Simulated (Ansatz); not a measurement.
A nudged elastic band was laid between two geometries of H₄LiSi₂ (7 atoms, charge 0, multiplicity 2).

Computed with UKS PBE0-D4/def2-SVP (Ansatz).

```json
{
  "movable images": "9",
  "climbing image": "yes",
  "spring": "5.0 eV/Å²",
  "optimiser": "quadratic models (default)",
  "start path": "IDPP",
  "force threshold": "0.05 eV/Å",
  "iteration limit": "33",
  "end points": "relaxed"
}
```

Initial state:

```xyz
7
Properties=species:S:1:pos:R:3
Li -2.916 -1.497 0.570
Si -0.635 -1.166 -0.041
Si 0.581 0.829 -0.007
H 0.378 -2.169 -0.547
H 1.088 1.254 -1.358
H -0.280 1.958 0.489
H 1.783 0.792 0.894
```

Final state:

```xyz
7
Properties=species:S:1:pos:R:3
Li -1.940 -1.974 -1.847
Si -0.644 -1.161 -0.017
Si 0.523 0.858 0.126
H -0.363 -1.814 1.318
H 0.365 1.647 -1.144
H 0.056 1.759 1.236
H 2.004 0.685 0.328
```

What changes between the two ends?

No bond is made or broken. The dihedral Li1–Si2–Si3–H7 goes from 120 to -119°. The two ends are copies of one structure, up to a mirror image or an exchange of like atoms.

What energy profile does the band end with?

The forces met the threshold. The highest image is number 5 of 0 to 10, 0.7 kcal/mol above the ends, which have the same energy within 2 meV. A vibrational analysis at the climbing image gives one clearly imaginary mode, 125i cm⁻¹: a first-order saddle point.

```json
{"image": "0", "path coordinate (Å)": "0.00", "energy (kcal/mol)": "0.0", "dihedral Li1–Si2–Si3–H7 (°)": "120"}
{"image": "1", "path coordinate (Å)": "0.35", "energy (kcal/mol)": "0.1", "dihedral Li1–Si2–Si3–H7 (°)": "133"}
{"image": "2", "path coordinate (Å)": "0.69", "energy (kcal/mol)": "0.2", "dihedral Li1–Si2–Si3–H7 (°)": "146"}
{"image": "3", "path coordinate (Å)": "1.04", "energy (kcal/mol)": "0.4", "dihedral Li1–Si2–Si3–H7 (°)": "158"}
{"image": "4", "path coordinate (Å)": "1.39", "energy (kcal/mol)": "0.6", "dihedral Li1–Si2–Si3–H7 (°)": "169"}
{"image": "5", "path coordinate (Å)": "1.73", "energy (kcal/mol)": "0.7", "dihedral Li1–Si2–Si3–H7 (°)": "-180"}
{"image": "6", "path coordinate (Å)": "2.08", "energy (kcal/mol)": "0.6", "dihedral Li1–Si2–Si3–H7 (°)": "-169"}
{"image": "7", "path coordinate (Å)": "2.43", "energy (kcal/mol)": "0.4", "dihedral Li1–Si2–Si3–H7 (°)": "-157"}
{"image": "8", "path coordinate (Å)": "2.77", "energy (kcal/mol)": "0.2", "dihedral Li1–Si2–Si3–H7 (°)": "-145"}
{"image": "9", "path coordinate (Å)": "3.12", "energy (kcal/mol)": "0.1", "dihedral Li1–Si2–Si3–H7 (°)": "-132"}
{"image": "10", "path coordinate (Å)": "3.47", "energy (kcal/mol)": "0.0", "dihedral Li1–Si2–Si3–H7 (°)": "-119"}
```

What is the geometry of the highest image?


```xyz
7
Properties=species:S:1:pos:R:3
Li -2.830 -1.604 -0.834
Si -0.623 -1.168 -0.036
Si 0.561 0.852 0.070
H 0.367 -2.162 0.529
H 0.722 1.495 -1.280
H -0.138 1.885 0.912
H 1.941 0.702 0.638
```

What are the harmonic wavenumbers there?

125i, 100, 103, 406, 467, 494, 504, 679, 888, 932, 947, 2134, 2168, 2175, 2202 cm⁻¹.

The band took 4 iterations and roughly 5 core-minutes.

Time of the run: 6.1 min on 1 CPU thread of a shared host.
